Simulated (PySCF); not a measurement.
System (SMILES): O (H2O).
Geometry (B3LYP-D3(BJ)/def2-TZVP, fixed):
```
O
H 1 0.9627
H 1 0.9627 2 105.24
```
Charge 0, spin multiplicity 1.

Basis-set convergence of the lowest singlet excitation energy at PBE with PySCF. Tamm-Dancoff approximation; the state is taken by its order, and sets in which it differs in degeneracy or brightness are left out, yet its character can still change. All functions are spherical. Density fitting with generated auxiliary sets. In sets without p functions on hydrogen, species with hydrogen take exact integrals. No added dispersion term, no relativity. Reference: the value in d-aug-cc-pVTZ, 6.380 eV, itself unsure by roughly 0.020 eV (its mean distance from aug-pcseg-3, aug-cc-pVQZ, aug-pcseg-2).

```csv
basis,functions,lowest singlet excitation energy (eV)
def2-SV(P),18,7.199
def2-SVP,24,[?]
pcseg-1,24,7.293
6-311G**,30,[?]
cc-pVTZ,58,7.236
def2-TZVPD,58,6.748
def2-QZVPP,117,[?]
def2-QZVPPD,132,6.686
cc-pV5Z,201,[?]
```

### Question
Fill in the missing entries.

### Answer

- def2-SVP, lowest singlet excitation energy (eV): 7.288
- 6-311G**, lowest singlet excitation energy (eV): 7.051
- def2-QZVPP, lowest singlet excitation energy (eV): 7.021
- cc-pV5Z, lowest singlet excitation energy (eV): 6.873
